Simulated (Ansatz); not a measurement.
For zinc-blende HgTe, PBEsol+SOC in Ansatz (PAW) gives:

lattice parameter a: 6.488 Å
bulk modulus: 42.9 GPa

Task: What does r²SCANh (Ansatz, a quantum-chemistry and plane-wave program, plane waves, PAW) give for the same quantities?

Result: 
- lattice constant a: 6.551 Å (goes up by 1.0 %)
- bulk modulus: 42.0 GPa (shrinks by 2.1 %)

For comparison: lattice constant a 6.46 Å (measured, room temperature, no zero-point or thermal correction; as tabulated in Cava et al. (2013), arXiv:1302.1059); bulk modulus 42.3 GPa (measured, temperature not stated, no zero-point or thermal correction; as tabulated in Toher et al. (2017), arXiv:1611.05714).

Changes are worked out from the printed values.

Unless a cell is named, each level is at its own relaxed cell (PBEsol+SOC 34.14, r²SCANh 35.14 Å³/atom).

Levels without +SOC leave out spin–orbit coupling, which shifts energies and cells of such heavy elements.

Ansatz's density-functional and Hartree–Fock values are scalar-relativistic unless marked +SOC, with PAW data made under PBE.
